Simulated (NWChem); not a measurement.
**C2H8Si (dimethylsilane): levels of theory compared**

Aim: a comparison of 4 runs (HF/STO-3G, B3LYP/6-31G*, CCSD(T)/def2-SVP) of C2H8Si (dimethylsilane). 

The calculation is run with NWChem 7.3.0.

## Step 1: The system as given

C2H8Si: 11 atoms, total charge 0, spin state singlet. As SMILES, `C[SiH2]C`. The shape is that of a PBE0-D4/def2-TZVP optimisation.

Bond lengths: C1–Si2 1.872 Å, Si2–C3 1.872 Å, C1–H4 1.092 Å, C1–H5 1.093 Å, C1–H6 1.093 Å, Si2–H7 1.491 Å, Si2–H8 1.491 Å, C3–H9 1.093 Å, C3–H10 1.092 Å, C3–H11 1.093 Å. Some angles: C1–Si2–C3 111.5°, C1–Si2–H7 109.5°, C1–Si2–H8 109.5°, C3–Si2–H7 109.5°, C3–Si2–H8 109.5°, Si2–C1–H4 111.0°, Si2–C1–H5 110.9°, Si2–C1–H6 110.9°, Si2–C3–H9 110.9°, Si2–C3–H10 111.0°.

## Step 2: Energy and gradient at HF/STO-3G (run 1)

c2h8si.xyz

```xyz
11
C2H8Si
C     -1.050200     0.967200    -0.661200
Si    -0.309200    -0.653200    -0.087600
C      1.346600    -0.392300     0.745700
H     -2.015800     0.806900    -1.146100
H     -0.391700     1.464600    -1.377800
H     -1.204900     1.644900     0.182100
H     -0.139900    -1.564200    -1.256100
H     -1.245100    -1.319300     0.863300
H      2.058200     0.075200     0.060400
H      1.772600    -1.342000     1.077400
H      1.244800     0.255200     1.620300
```

c2h8si.nw

```
start c2h8si
title "C2H8Si"
memory total 2200 mb
charge 0

geometry units angstroms noautosym nocenter noautoz
  load c2h8si.xyz
end

basis spherical bse
  * library STO-3G
end

scf
  nopen 0
  rhf
  thresh 1e-08
  maxiter 80
  print low
end

task scf gradient
```

Command:

```
$ nwchem c2h8si.nw > c2h8si.out
```

Standard output:

```text
[...]
  functions       =    27
[...]
  wavefunction    = RHF
[...]
         Total SCF energy =   -365.101602488890
      One-electron energy =   -731.444438418306
      Two-electron energy =    252.184323439819
 Nuclear repulsion energy =    114.158512489598
        Time for solution =      2.2s
[...]
                         RHF ENERGY GRADIENTS
    atom               coordinates                        gradient
                 x          y          z           x          y          z
   1 C      -1.984590   1.827743  -1.249487   -0.000651  -0.001769  -0.000059
   2 Si     -0.584303  -1.234369  -0.165540    0.016599   0.034273   0.004717
   3 C       2.544705  -0.741340   1.409169   -0.001027  -0.001524  -0.000348
   4 H      -3.809310   1.524820  -2.165815   -0.007816  -0.002061  -0.003843
   5 H      -0.740206   2.767693  -2.603664    0.006517   0.003077  -0.006049
   6 H      -2.276931   3.108410   0.344119   -0.000841   0.004669   0.008045
   7 H      -0.264373  -2.955909  -2.373685    0.003378  -0.021763  -0.026763
   8 H      -2.352898  -2.493115   1.631400   -0.021795  -0.016170   0.021519
   9 H       3.889434   0.142107   0.114139    0.005055   0.003917  -0.006910
  10 H       3.349728  -2.536012   2.035991    0.002905  -0.008197   0.002457
  11 H       2.352331   0.482258   3.061923   -0.002325   0.005547   0.007233
[...]
```

Run time: 3.3 s. Hardware: 1 thread of Intel Xeon Platinum 8175M at 2.50GHz (Skylake/Cascade Lake), shared host; peak memory 0.099 GiB.

## Step 3: Energy and gradient at B3LYP/6-31G(d) (spherical functions) (run 2)

c2h8si.nw

```
start c2h8si
title "C2H8Si"
memory total 2200 mb
geometry noautosym nocenter noautoz
  C     -1.050200     0.967200    -0.661200
  Si    -0.309200    -0.653200    -0.087600
  C      1.346600    -0.392300     0.745700
  H     -2.015800     0.806900    -1.146100
  H     -0.391700     1.464600    -1.377800
  H     -1.204900     1.644900     0.182100
  H     -0.139900    -1.564200    -1.256100
  H     -1.245100    -1.319300     0.863300
  H      2.058200     0.075200     0.060400
  H      1.772600    -1.342000     1.077400
  H      1.244800     0.255200     1.620300
end
basis spherical bse
  * library 6-31G*
end
dft
  xc b3lyp
  grid xfine
  convergence energy 1e-08
  iterations 100
  mulliken
  print medium
end
task dft gradient
```

Command:

```
$ nwchem c2h8si.nw > c2h8si.out
```

Standard output, shortened:

```text
[...]
          Wavefunction type:  closed shell.
          No. of atoms     :    11
          No. of electrons :    34
[...]
          Charge           :     0
          Spin multiplicity:     1
[...]
          AO basis - number of functions:    62
[...]
              XC Information
              --------------
                         B3LYP Method XC Potential
                     Hartree-Fock (Exact) Exchange  0.200
                        Slater Exchange Functional  0.800 local
                    Becke 1988 Exchange Functional  0.720 non-local
              Lee-Yang-Parr Correlation Functional  0.810
                  VWN I RPA Correlation Functional  0.190 local
[...]
 d= 0,ls=0.0,diis     1   -370.5076092447 -4.85D+02  7.15D-03  2.20D-01     6.7
[...]
 d= 0,ls=0.0,diis     8   -370.5343898579 -6.32D-11  1.09D-07  5.88D-11    44.0
         Total DFT energy =     -370.534389857867
      One electron energy =     -735.360465458865
           Coulomb energy =      285.496480374320
    Exchange-Corr. energy =      -34.828917262920
 Nuclear repulsion energy =      114.158512489598
[...]
      Total Density - Mulliken Population Analysis
     ---------------------------------------------
[...]
  wavefunction    = closed shell
                         DFT ENERGY GRADIENTS
    atom               coordinates                        gradient
                 x          y          z           x          y          z
   1 C      -1.984590   1.827743  -1.249487    0.001433  -0.002300   0.001067
   2 Si     -0.584303  -1.234369  -0.165540    0.002673   0.005588   0.000765
   3 C       2.544705  -0.741340   1.409169   -0.002604   0.000011  -0.001351
   4 H      -3.809310   1.524820  -2.165815    0.002125  -0.000403   0.001151
   5 H      -0.740206   2.767693  -2.603664   -0.000860  -0.001571   0.001514
   6 H      -2.276931   3.108410   0.344119    0.000597  -0.001924  -0.001296
   7 H      -0.264373  -2.955909  -2.373685    0.000122   0.000633   0.000414
   8 H      -2.352898  -2.493115   1.631400    0.000476   0.000566  -0.000257
   9 H       3.889434   0.142107   0.114139   -0.001960  -0.000939   0.000862
  10 H       3.349728  -2.536012   2.035991   -0.001483   0.001601  -0.000961
  11 H       2.352331   0.482258   3.061923   -0.000520  -0.001261  -0.001907
[...]
```

Run time: 56 s. Hardware: 1 thread of Intel Xeon Platinum 8175M at 2.50GHz (Skylake/Cascade Lake), shared host; peak memory 0.15 GiB.

Run 3 isn't shown in full; the table further down has it.

## Step 4: The energy at CCSD(T)/def2-SVP (run 4)

job.xyz

```xyz
11
C2H8Si
C     -1.050200     0.967200    -0.661200
Si    -0.309200    -0.653200    -0.087600
C      1.346600    -0.392300     0.745700
H     -2.015800     0.806900    -1.146100
H     -0.391700     1.464600    -1.377800
H     -1.204900     1.644900     0.182100
H     -0.139900    -1.564200    -1.256100
H     -1.245100    -1.319300     0.863300
H      2.058200     0.075200     0.060400
H      1.772600    -1.342000     1.077400
H      1.244800     0.255200     1.620300
```

job.nw

```
start job
title "C2H8Si"
memory 2200 mb

geometry noautosym nocenter noautoz
  load format xyz job.xyz
end

basis "ao basis" spherical bse
  C library def2-SVP
  Si library def2-SVP
  H library def2-SVP
end

scf
  thresh 1e-08
  maxiter 80
end

ccsd
  freeze core 7
  maxiter 60
end

task ccsd(t) energy
```

Command:

```
$ nwchem job.nw > job.out
```

Standard output:

```text
[...]
  functions       =    86
[...]
  wavefunction    = RHF
[...]
         Total SCF energy =   -369.192280197247
      One-electron energy =   -734.599505675341
      Two-electron energy =    251.248712988496
 Nuclear repulsion energy =    114.158512489598
        Time for solution =     13.3s
[...]
 Total MP2 energy:           -369.592142762568983
[...]
             energy      energy      error      ampl     ampl      Block
                                                time     time      time
[...]
 Total CCSD energy:           -369.645431792637964
[...]
 Total CCSD+T(CCSD) energy:           -369.657416850353172
[...]
 Total CCSD(T) energy:                -369.657130489901874
[...]
```

Run time: 2.6 min. Hardware: 1 thread of Intel Xeon Platinum 8175M at 2.50GHz (Skylake/Cascade Lake), shared host; peak memory 0.22 GiB.

## Step 5: The series

| run | level | iteration cap | module | energy (Eh) | largest force (eV/Å) | wall time |
| --- | --- | --- | --- | --- | --- | --- |
| 1 | HF/STO-3G | 80 | scf | -365.101602 | 1.973 | 3.3 s |
| 2 | B3LYP/6-31G* (spherical functions) | 100 | dft | -370.534390 | 0.321 | 56 s |
| 3 | B3LYP/6-31G* (Cartesian functions) | 100 | dft | -370.537634 | 0.304 | 59 s |
| 4 | CCSD(T)/def2-SVP | 80 | ccsd(t) | -369.657130 | – | 2.6 min |

## Step 6: Outcome

| quantity | value |
| --- | --- |
| run 4: total energy | -369.65713 Eh |
| run 4: HOMO energy (Hartree–Fock orbitals) | -12.06 eV |
| run 4: LUMO energy (Hartree–Fock orbitals) | 4.49 eV |
| run 4: HOMO–LUMO gap (Hartree–Fock orbitals) | 16.55 eV |
| run 4: correlation energy (7 core orbitals frozen) | -464.9 mEh |
| run 4: (T) correction | -11.70 mEh |

In run 1 the basis is minimal, so the values are rough. All runs together took 4.5 min, the longest 2.6 min.
